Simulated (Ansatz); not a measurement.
Level of theory: B3LYP-D3(BJ)/def2-TZVP in Ansatz (a program for electronic structure). No frequencies were computed at this level.

Ansatz 0.2 input:
```yaml
crystal:
  periodic: [false, false, false]
  atoms:
    - { symbol: C, position_ang: [-0.025927, -0.259318, 0.000001] }
    - { symbol: N, position_ang: [1.093118, -0.055412, -0.000004] }
    - { symbol: H, position_ang: [-1.067196, -0.449051, 0.000005] }
basis:
  gaussian: { orbitals: def2-tzvp }
hamiltonian:
  xc: b3lyp
  dispersion: d3bj
relax:
  max_steps: 150
```

Output:

```
Functional definition: B3LYP
379 factors; their error is unknown
mean field evaluation 1: about -2539.3735 eV, gradient 4.4e1 eV
mean field evaluation 2: about -2531.9182 eV, gradient 7.1e1 eV
mean field evaluation 4: about -2543.2724 eV, gradient 2.1e0 eV
mean field evaluation 8: about -2543.2851 eV, gradient 4.0e-2 eV
mean field -2543.28512834 eV, -93.4640045660 hartree, gradient 1.4e-5 eV, S^2 0.000000; 0 other end points of the search recorded, 0 dependent functions left out
reference -2543.28528496 eV, -93.4640103217 hartree; 7, 7 occupied and 61, 61 virtual orbitals, 379 factors
relax step   1: F+E_penalty+E_count = -2543.32477527 eV  Δ(F+E_penalty+E_count) = +0.000e0 eV  max|allowed force component| = 1.094e0 eV/Å  Δτ_max = 0.0000 Å  (25 SCF iters, accepted)
these checks for a lower state are left out or cut short: starts, cluster_reference, orbital_swaps, neighbouring_geometries, increment
379 factors; their error is unknown
mean field evaluation 16: about -2543.2864 eV, gradient 1.1e0 eV
mean field -2543.29116643 eV, -93.4642264617 hartree, gradient 4.6e-6 eV, S^2 0.000000; 0 other end points of the search recorded, 0 dependent functions left out
reference -2543.29132337 eV, -93.4642322290 hartree; 7, 7 occupied and 61, 61 virtual orbitals, 379 factors
relax step   2: F+E_penalty+E_count = -2543.33078580 eV  Δ(F+E_penalty+E_count) = -6.011e-3 eV  max|allowed force component| = 1.495e-1 eV/Å  Δτ_max = 0.0082 Å  (30 SCF iters, accepted)
these checks for a lower state are left out or cut short: starts, cluster_reference, orbital_swaps, neighbouring_geometries, increment
379 factors; their error is unknown
mean field -2543.29127838 eV, -93.4642305757 hartree, gradient 4.6e-6 eV, S^2 0.000000; 0 other end points of the search recorded, 0 dependent functions left out
reference -2543.29143530 eV, -93.4642363423 hartree; 7, 7 occupied and 61, 61 virtual orbitals, 379 factors
relax step   3: F+E_penalty+E_count = -2543.33089515 eV  Δ(F+E_penalty+E_count) = -1.094e-4 eV  max|allowed force component| = 2.192e-3 eV/Å  Δτ_max = 0.0013 Å  (31 SCF iters, accepted)
379 factors; their error is unknown
mean field evaluation 32: about -2543.2881 eV, gradient 2.7e-1 eV
mean field -2543.29127838 eV, -93.4642305757 hartree, gradient 4.6e-6 eV, S^2 0.000000; 1 other end points of the search recorded, 0 dependent functions left out
reference -2543.29143530 eV, -93.4642363423 hartree; 7, 7 occupied and 61, 61 virtual orbitals, 379 factors
Total energy: -2543.33105207 eV, -93.4656922319 hartree
Atom 0 at    -0.026056    -0.259342     0.000001 Å, force     0.002192     0.000399    -0.000000 eV/Å
Atom 1 at     1.101548    -0.053876    -0.000004 Å, force    -0.001098    -0.000200     0.000000 eV/Å
Atom 2 at    -1.075497    -0.450564     0.000005 Å, force    -0.001094    -0.000199     0.000000 eV/Å
Dipole moment:    -0.620686    -0.113098     0.000003 e Å
```

Cost: about 2.8 core-seconds (a rough figure).
